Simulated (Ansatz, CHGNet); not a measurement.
Voigt–Reuss–Hill shear modulus (GPa) of solids drawn from the class of elemental solids other than molecular ones, at two levels: the machine-learned potential CHGNet 0.3.0 (trained on PBE and PBE+U data), and PBE (Ansatz, a program for electronic structure, PAW).

| solid | CHGNet 0.3.0 | PBE | shift (%) |
|---|---|---|---|
| hcp Zr | 9.48 | 34.4 | +263 |
| hcp Os | 51.2 | 263 | +414 |
| bcc K | 2.76 | 1.18 | -57 |
| fcc Rh | 57.7 | 154 | +167 |
| fcc Pb | 2.47 | 10.9 | +341 |
| fcc Ir | 76.8 | 221 | +188 |
| fcc Au | 7.39 | 21.5 | +191 |
| α-phase Ga | 4.53 | 30.1 | +564 |
| fcc Ni | 75.0 | 98.6 | +31 |
| hcp Lu | 13.7 | 31.9 | +133 |

The shifts run from -57 % to +564 %, with a median of +189 %.

Over all 10 rows PBE is the larger in 9.

Ansatz's runs of these crystals have no spin polarisation, but for fcc Ni.

Density-functional runs with spin start from parallel moments for fcc Ni.

Spin–orbit coupling is left out, also for the solids with elements from indium on (hcp Os, fcc Pb, fcc Ir, fcc Au, hcp Lu); its size isn't shown.

Each level is taken at its own relaxed cell. Ansatz's density-functional and Hartree–Fock values are scalar-relativistic unless marked +SOC, with PAW data made under PBE.
